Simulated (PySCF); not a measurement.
Compound: C₄H₅NS.
InChI=1S/C4H5NS/c5-4-2-1-3-6-4/h1-3H,5H2

Torsions of this conformer, `[NH2:1][c:2]1[cH:3][cH:4][cH:5][s:6]1`: H–N1–C2–C3 -145°, H–N1–C2–C3 -17°.

The closed-shell ground state was solved at several levels (PySCF, density fitting, gas phase, non-relativistic). Isolated species at its PBE0-D3(BJ)/def2-TZVP geometry, gas phase.

```json
{"level": "PBE0/pcSseg-2", "basis functions": "293", "total energy (Eh)": "-608.0776", "HOMO (eV)": "-5.76", "LUMO (eV)": "-0.02", "gap (eV)": "5.74", "dipole (D)": "1.70"}
{"level": "KT3/pcSseg-2", "basis functions": "293", "total energy (Eh)": "-614.6716", "HOMO (eV)": "-4.73", "LUMO (eV)": "-0.87", "gap (eV)": "3.86", "dipole (D)": "1.69"}
{"level": "wB97X-D/pcSseg-2", "basis functions": "293", "total energy (Eh)": "-608.3844", "HOMO (eV)": "-7.52", "LUMO (eV)": "1.71", "gap (eV)": "9.23", "dipole (D)": "1.68"}
```

Q: What might B97-2/pcSseg-2 (293 basis functions) give for the same quantities?

A: Total energy -608.4146 Eh, HOMO -5.52 eV, LUMO -0.05 eV, gap 5.47 eV, dipole 1.70 D.

Q: Over all these levels, which gives the widest orbital gap and which the narrowest?

A: wB97X-D/pcSseg-2 (range-separated hybrid) has the widest, 9.23 eV, and KT3/pcSseg-2 (GGA) the narrowest, 3.86 eV. From the narrowest to the widest the HOMO moves by -2.79 eV and the LUMO by +2.58 eV.

Q: In the pcSseg-2 basis, how does the gap go with the fixed share of exact exchange?

A: KT3 (0 %) 3.86 eV; B97-2 (21 %) 5.47 eV; PBE0 (25 %) 5.74 eV. Each rise in the share widens the gap here.

Q: How far do the dipole and the HOMO energy spread over the levels?

A: The dipole runs from 1.68 to 1.70 D (mean 1.69 D) and the HOMO from -7.52 to -4.73 eV.

The pairwise dispersion term of wB97X-D wasn't added to the energies; at a given geometry it leaves orbitals and properties as they are.
